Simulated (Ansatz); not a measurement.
## Property card for Sn4Pd

The calculation used DFT PBEsol, scalar-relativistic, plane waves, PAW in Ansatz.

Cutoff 420 eV; k points 6×6×6 on the computed 10-atom cell (Γ-centred); Gaussian smearing, width 0.10 eV; no spin polarisation.

The structure is relaxed at this level of theory with its symmetry kept. Whether it is the stable form of this composition wasn't checked.

The structure is orthorhombic, space group Ccce (No. 68). Conventional cell: a = 6.443 Å, b = 11.428 Å, c = 6.398 Å, α = 90.00°, β = 90.00°, γ = 90.00°. Sn (site symmetry 1) has 2 Pd at 2.78 to 2.80 Å and 2 Sn at 3.03 to 3.07 Å as nearest neighbours. Pd (site symmetry 222) has 8 Sn at 2.78 to 2.80 Å as nearest neighbours.

```json
{
  "Volume per atom": "159.0 bohr³",
  "Formation energy from the elements' standard states (uncorrected)": "-0.276 eV/atom",
  "Kohn–Sham band gap": "none (metal)",
  "Density of states at the Fermi level": "3.19 states/eV per cell",
  "Löwdin character within 0.5 eV of the Fermi level": "Sn 5p 70 %, Sn 5s 17 %, Pd 4d 9 %",
  "Bader charges (e)": "Sn (8 in the cell) 0.21, Pd (2 in the cell) -0.84"
}
```

Cost: 1 run of about 15 core-minutes, on Arm Neoverse V2 (shared hosts).